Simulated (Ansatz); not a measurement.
**SiF+ (triplet): from a generated start to a stationary point**

Aim: relax a generated start of SiF+ (triplet) and see which bonds hold.

Method: UKS PBE0/def2-TZVP; program: Ansatz 0.2.0, Gaussian basis.

**1. The starting structure**

2 atoms, charge 1, spin multiplicity 3.

Atoms are counted from 1 here; the program's logs count them from 0.

Bond lengths: Si1–F2 1.562 Å.

The start is set by covalent radii. Sticks and bond lists go by distance. 

**2. Relaxation**

Input file in.yaml:

```yaml
crystal:
  periodic: [false, false, false]
  atoms:
    - {symbol: Si, position_ang: [0.000000, 0.000000, 0.000000]}
    - {symbol: F, position_ang: [0.000000, 0.000000, 1.562400]}
basis:
  gaussian: {orbitals: def2-TZVP}
total_charge: 1
magnetization: {spin_polarized: true, initial_magnetization: 2}
hamiltonian: {xc: pbe0}
relax: {f_tol: 0.004, max_steps: 80}
```

Started as:

```
> ansatz run in.yaml --threads 1 --pin off --events-out ev --progress --plain --max-ram 2176MiB
```

What does the calculation give? Wanted: energy gained; shift from the start; total energy; ⟨S²⟩.

The runs gave:

| quantity | value |
| --- | --- |
| steps | 3 |
| energy gained | 0.001 eV |
| shift from the start (rms) | 0.004 Å |
| total energy | -10577.2364 eV |
| ⟨S²⟩ | 2.002 |

In words: The bonds of the start are those of the end. Si1–F2 went from 1.562 to 1.555 Å. No vibrations were run, so this is a stationary point, not a proven minimum, and this spin need not be the ground state's.
